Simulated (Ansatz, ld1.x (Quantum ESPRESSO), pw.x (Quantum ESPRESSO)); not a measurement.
# From atom to crystal: RRKJ potential for W

```json
{"Element": "W (Z = 74)", "Generator": "ld1.x (Quantum ESPRESSO) 7.5", "Type": "norm-conserving RRKJ (Kleinman–Bylander form)", "Functional": "LDA (PW92)", "Relativity": "scalar-relativistic", "Frozen core": "[Xe] 4f14", "Valence charge": "6", "Reference configuration": "5d4 6s1.5 6p0 (charge +0.5)", "Partial waves": "6p (bound, empty): rc 3.80 bohr; 5d (bound): rc 1.75 bohr; 5f channel at -0.15 Ry: rc 3.20 bohr; 6s (bound): rc 2.05 bohr", "Local potential": "the s channel", "Core correction": "none"}
```

Crystal test: diamond W in pw.x 7.5, no spin, 8³ k-points, Fermi–Dirac smearing 0.01 Ry, cutoffs 70/280 Ry. The reference is all-electron LAPW (Ansatz 0.2.0) with the same functional, mesh and smearing; V0 and B0 come from Birch–Murnaghan fits to the pressures at five volumes. Errors are pseudo minus all-electron; Δ is the rms difference of the E(V) curves that follow from these fits, minima aligned, over ±6 % about the mean V0. Mesh and smearing are coarse, so the numbers serve the comparison and aren't converged zero-temperature values; the lattice is a test structure that the element need not adopt.

```json
{"V (Å³/atom)": "22.158", "P all-electron (GPa)": "7.63", "P pseudo (GPa)": "-2.21"}
{"V (Å³/atom)": "22.741", "P all-electron (GPa)": "3.57", "P pseudo (GPa)": "-5.32"}
{"V (Å³/atom)": "23.324", "P all-electron (GPa)": "-0.02", "P pseudo (GPa)": "-8.08"}
{"V (Å³/atom)": "23.907", "P all-electron (GPa)": "-3.21", "P pseudo (GPa)": "-10.55"}
{"V (Å³/atom)": "24.490", "P all-electron (GPa)": "-6.04", "P pseudo (GPa)": "-12.75"}
```

All-electron: a0 = 5.714 Å (V0 = 23.32 Å³/atom), B0 = 135.4 GPa.

Pseudopotential: mean pressure error (GPa): -8.17. The pressure does not cross zero within the volumes sampled, so no fit is given. The largest radius (3.80 bohr) exceeds half the bond length (2.34 bohr), so the spheres overlap, which is one possible source of error among others. This is a poor potential for the solid.

Task: At the middle volume, how do free energy and pressure move when the wave cutoff is lowered (ecutrho kept at four times it)?

Result:

| cutoff (Ry) | shift of F (meV/atom) | shift of P (GPa) |
| --- | --- | --- |
| 32 | +98.0 | -0.33 |
| 42 | +63.5 | -0.88 |
| 56 | +3.6 | -0.24 |

The run at the middle volume (29 k-points, 9 iterations) took about 20 s on one core of a shared host (Neoverse-V2, 96 threads, 742 GiB, load 24).
